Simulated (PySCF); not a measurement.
Geometries of 2 isomers of C3H5 (doublet state), from PBE0-D3(BJ)/def2-SVP geometry optimisation, gas phase (PySCF). One conformer each, no zero-point energy, no frequencies.

Question: Which is lower in electronic energy at this level?
A.
```xyz
8
angstrom
C      0.047    0.926    0.335
C      0.731   -0.342    0.082
C     -0.777   -0.206   -0.089
H      0.182    1.937   -0.051
H      1.360   -0.443   -0.811
H      1.088   -0.934    0.935
H     -1.413   -0.708    0.651
H     -1.199   -0.212   -1.102
```
B.
```xyz
8
angstrom
C     -0.735    0.472   -0.808
C      0.082   -0.416   -0.129
C      0.683   -0.173    1.095
H     -1.176    0.213   -1.773
H     -0.961    1.460   -0.395
H      0.268   -1.390   -0.598
H      1.317   -0.924    1.572
H      0.539    0.777    1.617
```

Answer: B. That is `[CH2]C=C` (allyl), 23.9 kcal/mol below the other.

| SMILES | atoms numbered as above | E (Eh) | relative (kcal/mol) | relative (kJ/mol) | dipole (D) | ⟨S²⟩ |
| --- | --- | --- | --- | --- | --- | --- |
| [CH2]C=C | [CH2:1][CH:2]=[CH2:3] | -117.02907 | 0.0 | 0.0 | 0.05 | 0.792 |
| [CH]1CC1 | [CH:1]1[CH2:2][CH2:3]1 | -116.99093 | 23.9 | 100.1 | 0.57 | 0.754 |

As drawn, the higher has a three-membered ring, which the lower lacks.
